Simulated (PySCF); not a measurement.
# OH and its ions

PBE0; PySCF, no relativity, basis sets H def2-TZVPPD, O def2-TZVPPD. Neutral (UKS): doublet (π ↑), Re = 0.971 Å, ωe = 3770 cm⁻¹, De = 4.58 eV, HOMO -9.23 eV, LUMO -4.31 eV.

OH⁺ (UKS): triplet (π ↑↑), Re = 1.032 Å, ωe = 3105 cm⁻¹, De = 5.21 eV to H⁺ + O. The energies at the minima are -75.68873 hartree for OH and -75.21054 for OH⁺.

Work out the adiabatic ionisation energy, without and with harmonic zero-point energies (1 hartree = 27.2114 eV, 1 eV = 8065.5 cm⁻¹), and the change of the bond length.

At PBE0: 0.47819 hartree = 13.012 eV between the minima; the zero-point term (3105.0 − 3770.0)/2 cm⁻¹ = -0.041 eV makes it 12.971 eV. Re changes by +6.1 pm against the neutral. The electron leaves a π orbital, which is non-bonding in a hydride.

OH⁻ (UKS): singlet (closed shell), Re = 0.961 Å, ωe = 3830 cm⁻¹, De = 4.81 eV to H + O⁻. The energies at the minima are -75.68873 hartree for OH and -75.74797 for OH⁻.

Work out the adiabatic electron affinity, without and with harmonic zero-point energies (1 hartree = 27.2114 eV, 1 eV = 8065.5 cm⁻¹), and the change of the bond length.

At PBE0: 0.05924 hartree = 1.612 eV between the minima; the zero-point term (3770.0 − 3830.0)/2 cm⁻¹ = -0.004 eV makes it 1.608 eV. Re changes by -1.0 pm against the neutral. The electron enters a π orbital, which is non-bonding in a hydride.

For an ion De counts to the pair picked by the measured ionisation energies or electron affinities, which need not be the lowest pair at this level. The highest Kohn–Sham level is positive in this anion. Much of that is self-interaction error, but it also means that the finite basis helps to hold the extra electron. States were picked by a PBE0 search and need not be the measured ground states.
